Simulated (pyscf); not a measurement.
HB=O (SMILES B=O) + HF (SMILES F) → O=B–F (SMILES O=BF) + H₂ (SMILES [H][H]), a four-centre exchange (singlet surface; B–H, F–H broken, B–F, H–H formed). Single points on ωB97X-D3(BJ)/def2-SVP structures (PySCF, gas phase). Energies in kcal/mol from the separated reactants.

Small-basis levels: PySCF, no dispersion term, spherical d functions. 

Q: In single points BP86/6-31G* puts the saddle at 23.3 kcal/mol and the reaction energy at -28.2 kcal/mol. Should these be trusted to within a few kcal/mol? Compare with ωB97M-D3(BJ)/def2-TZVP.

A: ωB97M-D3(BJ)/def2-TZVP gives ΔE‡ = 37.5 kcal/mol and ΔE = -16.7 kcal/mol. BP86/6-31G* lies 14.2 kcal/mol under it in the barrier and 11.5 kcal/mol under it in the reaction energy, so on this step it does not hold to within 3.0 kcal/mol. ωB97M-D3(BJ)/def2-TZVP has limits of its own. The same reactants have a lower exit, to HO–BH–F (barrier +9.3 kcal/mol at ωB97M-D3(BJ)/def2-TZVP, against +37.5 kcal/mol here). One saddle was located; it need not be the lowest between these sides.
